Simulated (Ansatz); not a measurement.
**H2Si–GeH, doublet: reading a ladder of total energies**

Geometry: a PBE0/def2-TZVP stationary point for this spin, not checked as a minimum.

```xyz
5

Si    0.0000    0.0181    1.6516
Ge    0.0000   -0.0284   -0.7002
H     0.0000    1.1857    2.5806
H     0.0000   -1.2094    2.4992
H     0.0000    1.5656   -0.6371
```

Basis cc-pVTZ; Ansatz 0.2.0. Correlated methods freeze the noble-gas cores and the filled d shells of p-block atoms, which leaves 11 electrons in 100 orbitals. Prefix R: restricted or restricted open-shell reference; prefix U: unrestricted. No spin–orbit coupling is included, and no scalar relativity.

Full CI isn't at hand for all of this; UCCSDT(Q) serves as the reference, and is uncertain by about the last step of the cluster series.

Runs differ by some tens of microhartree through their thresholds and, for an open shell, their frozen cores, so steps under 0.03 kcal/mol mean nothing.

| level | total energy (hartree) |
| --- | --- |
| UHF | -2366.029698 |
| UMP2 | -2366.235405 |
| UCCSD | -2366.274994 |
| UCCSD(T) | -2366.284867 |
| UCCSDT | -2366.286474 |
| UCCSDT(Q) | -2366.287018 |

**Question.** What is the correlation energy at UCCSDT(Q), and what share of it do UMP2 and UCCSD(T) recover?

**Answer.** E(corr) = -2366.287018 − (-2366.029698) = -0.257320 hartree = -7.002 eV. UMP2: -0.205707 / -0.257320 = 79.94 %. UCCSD(T): -0.255169 / -0.257320 = 99.16 %.

**Question.** By how many kcal/mol does UCCSD(T) miss UCCSDT(Q) (1 hartree = 627.509 kcal/mol), and which steps make up the rest?

**Answer.** -2366.284867 − (-2366.287018) = 0.002151 hartree = 1.35 kcal/mol. Steps: UCCSDT − UCCSD(T) = -1.01, UCCSDT(Q) − UCCSDT = -0.34 kcal/mol. Differences between like states or geometries often cancel part of this.
